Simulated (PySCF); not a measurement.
Ligands exchanged one at a time, B Cl-SiH3. Isolated molecules, 0 K electronic values unless said otherwise. Strings in code marks are SMILES.

The numbers are results of PBE-D3(BJ)/def2-TZVP run with PySCF, not measurements. Excitations are Tamm–Dancoff values on a coarser integration grid. The basis has no diffuse functions, so Rydberg states are missing or too high.

| species | S1–T1 gap (TDA) (eV) | brightest of the four lowest singlets (TDA) (eV) | HOMO (eV) | S1 oscillator strength | HOMO–LUMO gap (eV) |
|---|---|---|---|---|---|
| 0 of 3 Cl replaced by SiH3 (`ClB(Cl)Cl`) | 0.19 | 6.64 | -7.67 | 0.000 | 5.01 |
| 1 of 3 Cl replaced by SiH3 | 0.75 | 5.79 | -7.15 | 0.006 | 4.01 |
| 2 of 3 Cl replaced by SiH3 (`ClB([SiH3])[SiH3]`) | 0.62 | 5.23 | -6.34 | 0.000 | 2.76 |
| 3 of 3 Cl replaced by SiH3 (`[SiH3]B([SiH3])[SiH3]`) | 0.70 | – | -6.86 | 0.001 | 2.82 |
